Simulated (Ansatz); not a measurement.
Species: C3H6, SMILES `C1CC1` (charge 0, multiplicity 1).

Problem. Give a relaxed geometry from B3LYP-D3(BJ)/def2-TZVPD run with Ansatz (a program for electronic structure).

Solution. the end point of this relaxation (outside a Z-matrix the atoms follow the SMILES, hydrogens last).
Z-matrix (Å, degrees):
```
C
H 1 1.0818
H 1 1.0818 2 114.17
C 1 1.5035 2 118.07 3 -145.48
H 4 1.0818 1 118.07 2 0.00
H 4 1.0818 5 114.17 1 -145.48
C 1 1.5035 2 118.07 3 145.48
H 7 1.0818 1 118.07 2 -144.13
H 7 1.0818 8 114.17 1 -145.48
```
